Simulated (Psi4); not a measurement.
# CH4NSi+ (SMILES [SiH3+].C#N): SVWN-RPA/6-31G(d) (density fitting, Cartesian functions, counterpoise vmfc, fragments set)

Aim: the interaction energy of CH4NSi+. 

The calculation is run with Psi4 1.11.

7 further runs of the same task are left out: 7 set aside as unsound or not needed. Runs told in other sessions of the task aren't counted.

### Step 1. The system as given

The species is CH4NSi+ (7 atoms), meant as a singlet with charge +1. As SMILES, `[SiH3+].C#N`. The shape is that of a GFN2-xTB optimisation.

Bond lengths: Si1–N6 1.858 Å, C5–N6 1.139 Å, Si1–H2 1.457 Å, Si1–H3 1.456 Å, Si1–H4 1.456 Å, C5–H7 1.066 Å. Angles: Si1–N6–C5 179.7°, H2–Si1–N6 97.6°, H3–Si1–N6 97.5°, H4–Si1–N6 97.8°, N6–C5–H7 179.8°, H2–Si1–H3 118.2°, H2–Si1–H4 118.3°, H3–Si1–H4 118.3°.

### Step 2. The interaction energy at SVWN-RPA/6-31G(d) (density fitting, Cartesian functions, counterpoise vmfc, fragments set)

Contents of job.in:

```
memory 1600 MB

molecule {
  1 1
  Si    -0.462470    -0.139590     1.088780
  H      0.760690     0.073900     1.850260
  H     -0.937200    -1.505450     0.916790
  H     -1.435690     0.941760     1.029770
  --
  0 1
  C      0.700100     0.213320    -1.650930
  N      0.261440     0.081640    -0.608370
  H      1.113120     0.334420    -2.626300
  symmetry c1
  no_reorient
  no_com
}


energy('svwn/6-31G*', bsse_type='vmfc')
```

Run with:

```bash
$ psi4 -i job.in -o job.out -n 1
```

**Question.** What will come out? Wanted: interaction energy.

**Answer.** As computed:

Level: SVWN-RPA/6-31G* (density fitting, Cartesian functions, counterpoise vmfc, fragments set).

| quantity | value |
| --- | --- |
| interaction energy | -320.85 kJ/mol |
